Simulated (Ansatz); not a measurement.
The inner images of a band of C$_{2}$H$_{6}$OS$_{3}$ (12 atoms, charge 0, multiplicity 1) are given out of order.

Level of theory: Ansatz, RKS PBE0-D4/def2-SVP.

Image 0:

```xyz
12
Properties=species:S:1:pos:R:3
C -0.201 -1.606 0.323
C -0.136 -0.096 0.251
O 0.751 0.365 1.184
S -1.770 0.703 0.602
S 0.410 0.307 -1.501
S 0.919 2.290 -1.255
H -0.886 -2.009 -0.436
H -0.568 -1.898 1.316
H 0.805 -2.025 0.170
H 0.819 1.328 1.060
H -2.317 0.475 -0.611
H 2.251 2.111 -1.068
```

Image 6:

```xyz
12
Properties=species:S:1:pos:R:3
C -0.043 -1.409 0.221
C -0.160 0.088 0.341
O 0.610 0.595 1.310
S -1.882 0.700 0.517
S 0.472 0.889 -1.352
S 1.062 2.683 -0.716
H -0.595 -1.790 -0.650
H -0.464 -1.869 1.127
H 1.016 -1.698 0.146
H 0.821 1.545 1.056
H -2.375 0.084 -0.581
H 1.615 0.126 -1.386
```

Q: Put them in order from the first end to the last, with their energies above the first end.
A.
```xyz
12
Properties=species:S:1:pos:R:3
C -0.145 -1.506 0.258
C -0.216 0.002 0.260
O 0.675 0.488 1.171
S -1.902 0.645 0.661
S 0.174 0.531 -1.518
S 1.204 2.268 -1.101
H -0.770 -1.926 -0.542
H -0.500 -1.887 1.225
H 0.899 -1.815 0.102
H 0.799 1.441 1.000
H -2.459 0.180 -0.479
H 2.319 1.522 -1.005
```
B.
```xyz
12
Properties=species:S:1:pos:R:3
C -0.128 -1.488 0.242
C -0.182 0.022 0.265
O 0.668 0.500 1.214
S -1.877 0.691 0.572
S 0.263 0.588 -1.487
S 1.229 2.390 -0.933
H -0.747 -1.888 -0.573
H -0.505 -1.877 1.197
H 0.913 -1.817 0.104
H 0.840 1.445 1.012
H -2.415 0.123 -0.531
H 2.018 1.256 -1.048
```
C.
```xyz
12
Properties=species:S:1:pos:R:3
C -0.174 -1.561 0.293
C -0.188 -0.051 0.250
O 0.707 0.437 1.160
S -1.845 0.663 0.660
S 0.289 0.398 -1.523
S 1.088 2.269 -1.216
H -0.830 -1.985 -0.480
H -0.525 -1.899 1.277
H 0.855 -1.914 0.129
H 0.774 1.398 1.014
H -2.445 0.323 -0.501
H 2.370 1.866 -1.028
```
D.
```xyz
12
Properties=species:S:1:pos:R:3
C -0.117 -1.485 0.239
C -0.155 0.022 0.288
O 0.663 0.512 1.235
S -1.844 0.720 0.512
S 0.437 0.664 -1.446
S 1.152 2.581 -0.831
H -0.740 -1.877 -0.577
H -0.501 -1.875 1.192
H 0.920 -1.826 0.107
H 0.855 1.461 0.998
H -2.406 0.095 -0.547
H 1.813 0.951 -1.135
```
E.
```xyz
12
Properties=species:S:1:pos:R:3
C -0.101 -1.464 0.226
C -0.140 0.040 0.304
O 0.665 0.531 1.254
S -1.829 0.733 0.493
S 0.531 0.847 -1.394
S 0.952 2.721 -0.773
H -0.730 -1.852 -0.588
H -0.486 -1.865 1.177
H 0.932 -1.817 0.097
H 0.850 1.488 1.009
H -2.393 0.079 -0.547
H 1.827 0.504 -1.224
```

A: C (+2.2 kJ/mol), A (+17.1 kJ/mol), B (+92.5 kJ/mol), D (+167.9 kJ/mol), E (+103.9 kJ/mol).

Time of the run: 4.1 min on 2 threads of Arm Neoverse V1 (shared host), peak memory 0.34 GiB.
